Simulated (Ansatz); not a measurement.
**Reading a saddle point**

A first-order saddle point of SiNH5S, singlet, PBE0-D4/def2-TZVP, with one imaginary mode of 1363i cm⁻¹:

Si1  (-0.709, -0.491, -0.222)
N2  (0.562, 0.659, 0.430)
S3  (0.676, -1.336, -1.486)
H4  (1.188, -0.091, -0.487)
H5  (-1.813, 0.337, -0.773)
H6  (-1.236, -1.266, 0.931)
H7  (0.468, 1.646, 0.217)
H8  (0.864, 0.542, 1.390)
(Å)

Program: Ansatz 0.2.0. Basis: def2-TZVPP and def2-QZVPP. Cores are frozen in the correlated methods. Extrapolation: Hartree–Fock as exp(−7.88 √X), correlation as X^−2.97.

(1) Which contacts change along the imaginary mode, and what lies on either side? (Judge from chemistry; the calculation decides.)

(2) Which side is lower, and how far does the saddle lie above each? (To be estimated.)

The T1 diagnostic stays at or below 0.012.

## Answers

(1) Computed: The step is SiNH₅S ([NH2][SiH2][SH]) → SiH₂S ([SiH2][S]) + NH₃ (still joined by a long Si–N bond), with the molecules in contact on both sides. Shortening one way: N2–H4; lengthening the same way: Si1–N2, S3–H4.
| pair | one side (Å) | saddle (Å) | other side (Å) |
| --- | --- | --- | --- |
| N2–H4 | 3.44 | 1.34 | 1.02 |
| Si1–N2 | 1.71 | 1.83 | 1.96 |
| S3–H4 | 1.34 | 1.68 | 3.20 |

(2) By the calculation: The side with Si1–N2, S3–H4 short is lower by 11.56 kcal/mol; the saddle lies 28.82 kcal/mol above it and 17.26 kcal/mol above the other (CCSD(T) at an estimated basis limit (MP2 extrapolated from triple and quadruple zeta, plus CCSD(T) − MP2 in triple zeta); electronic energies).

Labels in which every atom is bracketed show which atoms are joined, not bond orders.

For scale, one of the runs: CCSD(T)/def2-TZVPP, 185 basis functions (an equivalent command: `ansatz run in.yaml --threads 2`). Hardware: 2 CPU threads, shared host. Wall time 33 s; peak host memory 1.7 GiB.
